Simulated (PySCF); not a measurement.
C4H5N, SMILES C=CCC#N, B3LYP/def2-SVP optimised geometry.

```
10

C      1.83    -0.91    -0.40
C      0.97    -0.24     0.37
C      0.38     1.10     0.00
C     -1.09     1.10     0.00
N     -2.24     1.09     0.01
H      2.24    -1.87    -0.08
H      2.16    -0.53    -1.37
H      0.66    -0.65     1.33
H      0.74     1.43    -0.99
H      0.71     1.87     0.72
```

Density from B3LYP/def2-TZVP run with PySCF at that geometry.

Minimum of the electron density along straight lines between bonded atoms, close to the bond critical point (lines longer than 1.1 times the sum of covalent radii, or with two minima, are not listed):

```tsv
bond	length / Å	ρ at the minimum / e bohr⁻³	∇²ρ there / e bohr⁻⁵	position (fraction from the first atom)
C1–C2	1.334	0.353	-1.08	0.49
C2–C3	1.513	0.253	-0.66	0.49
C3–C4	1.469	0.265	-0.72	0.46
C4–N5	1.158	0.491	-0.24	0.35
C1–H6	1.093	0.280	-0.98	0.65
C1–H7	1.095	0.278	-0.97	0.65
C2–H8	1.096	0.281	-0.98	0.65
C3–H9	1.102	0.275	-0.94	0.65
C3–H10	1.105	0.272	-0.92	0.65
```
